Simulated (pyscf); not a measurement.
[O=Al]• + methane (CH₄) → HO–Al [singlet] + methyl (CH₃•), a hydrogen abstraction (doublet surface; C–H broken, H–O formed). Single points on ωB97X-D3(BJ)/def2-SVP structures (PySCF, gas phase). Energies in eV from the separated reactants.

Small-basis levels: PySCF, no dispersion term, spherical d functions. AM1 to PM7: differences of heats of formation from MOPAC. Open shells are spin-unrestricted. 

| level | barrier | reaction energy |
|---|---|---|
| HF/6-31G* | 0.76 | -0.68 |
| MP2/6-31G* | 0.32 | -0.71 |
| SVWN5/6-31G* | … | +0.37 |
| BP86/6-31G* | 0.26 | +0.32 |
| PBE/6-31G* | 0.23 | +0.34 |
| B3LYP/STO-3G | 0.17 | +1.36 |
| B3LYP/6-31G* | 0.34 | +0.07 |
| M06-2X/6-31G* | 0.43 | -0.11 |
| B3LYP/6-311+G** | 0.26 | -0.26 |
| PBE/def2-SVP | … | +0.05 |
| PM6 | 0.79 | -0.31 |
| PM7 | 0.58 | -1.00 |
| ωB97M-D3(BJ)/def2-TZVP | … | -0.34 |

Problem. What belongs in the gaps?

Solution. 
- SVWN5/6-31G*, barrier: -0.08
- PBE/def2-SVP, barrier: 0.07
- ωB97M-D3(BJ)/def2-TZVP, barrier: 0.40

Against the last row the barrier runs from -0.49 (SVWN5/6-31G*) to +0.39 eV (PM6). At SVWN5/6-31G*, BP86/6-31G*, PBE/6-31G*, B3LYP/STO-3G this geometry lies under one side, so the entry may be no barrier of that level: it is a single point on another level's saddle. ωB97M-D3(BJ)/def2-TZVP has limits of its own. From the product side, [H₃C–Al–OH]• lies, by one bond made or cut, 2.19 eV under this saddle at ωB97M-D3(BJ). This is the saddle that the search found; another between the same sides may lie lower. The angle at the transferred H is 179°. The term symbol of open-shell O=Al was not checked; spin-orbit terms are left out.
